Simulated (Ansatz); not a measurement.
## HB–AlH, singlet in 6-31G: errors against full CI

Geometry: a point of a stretch scan, not a stationary point.

```xyz
4

B     0.0000   -0.2202    1.4458
Al    0.0000    0.1327   -0.5786
H     0.0000    0.3831    2.4798
H     0.0000   -1.5735   -2.4979
```

Basis 6-31G; Ansatz 0.2.0. Correlated methods freeze the noble-gas cores, which leaves 8 electrons in 20 orbitals. Prefix R: restricted or restricted open-shell reference; prefix U: unrestricted. Active spaces: valence = (8e, 10o) chosen from the atoms' valence shells; pair = (2e, 2o) about the gap.

Full CI is exact within this basis and frozen core; it isn't the basis-set limit. The frozen core follows each run's orbitals, which can shift R against U totals by a few meV.

Unrestricted rows (U) aren't spin-pure: their determinants' ⟨S²⟩ exceeds S(S+1) by up to 1.15, so they mix in states of higher spin.

RHF is unstable: UHF (⟨S²⟩ = 1.15) lies 1.15 eV below the lowest RHF solution. Higher spins weren't run at this geometry and may lie near or lower.

The UHF ⟨S²⟩ is 1.153, the T1 diagnostic (RCCSD) is 0.0467 and the largest doubles amplitude (RCCSD) is 0.275.

| level | E − E(full CI) (meV) | share of correlation (%) | wall time |
| --- | --- | --- | --- |
| RHF | 4111 | 0.00 | – |
| UHF | 2957 | 28.08 | – |
| RMP2 | 1513 | 63.20 | – |
| UMP2 | 1390 | 66.20 | – |
| CISD | 643 | 84.36 | 0.48 s |
| RCCSD | 239 | 94.19 | – |
| UCCSD* | 293 | 92.87 | – |
| RCCSD(T) | 57 | 98.62 | 0.48 s |
| UCCSD(T)* | 176 | 95.71 | 4.8 s |
| BCCD(T) | 63 | 98.46 | 0.54 s |
| RCCSDT | 15 | 99.64 | – |
| UCCSDT | 35 | 99.15 | – |
| RCCSDT(Q) | 2 | 99.96 | 0.99 s |
| UCCSDT(Q) | 5 | 99.87 | 12 s |
| RCCSDTQ | 1 | 99.99 | 10 s |
| CASSCF (pair space) | 3056 | 25.67 | – |
| NEVPT2 (pair space) | 1021 | 75.17 | 0.69 s |
| MRCISD (pair space) | 326 | 92.08 | – |
| MRCISD+Q (pair space) | -59 | 101.44 | 0.81 s |
| CASSCF (valence space) | 683 | 83.39 | – |
| NEVPT2 (valence space) | 201 | 95.12 | 4.3 s |
| NEVPT4(SD) (valence space) | 34 | 99.18 | 6.5 s |
| MRCISD (valence space) | 22 | 99.46 | – |
| MRCISD+Q (valence space) | 9 | 99.78 | 7.5 s |

An asterisk marks runs whose energy the program itself flagged as in doubt.

The correlation energy at full CI, counted from RHF, is -4.111 eV. That run took 89 s on 1 thread of Arm Neoverse V2, shared host over 11,765,097 determinants.

Times hold each run's SCF and search for its determinant on a shared host, so for small cases they say little of a method's own cost; they ran on 1 thread of Arm Neoverse V2.

Not variational, and here over 5 meV under the exact energy: MRCISD+Q (pair space).

The full-CI state has the irrep A' of Cs, in the program's axes.

Natural occupations of full CI about the gap: 1.967 1.949 1.835 1.697 0.296 0.107 0.054 0.024 0.022 0.021; effectively unpaired electrons, Σ n²(2−n)², 0.68.
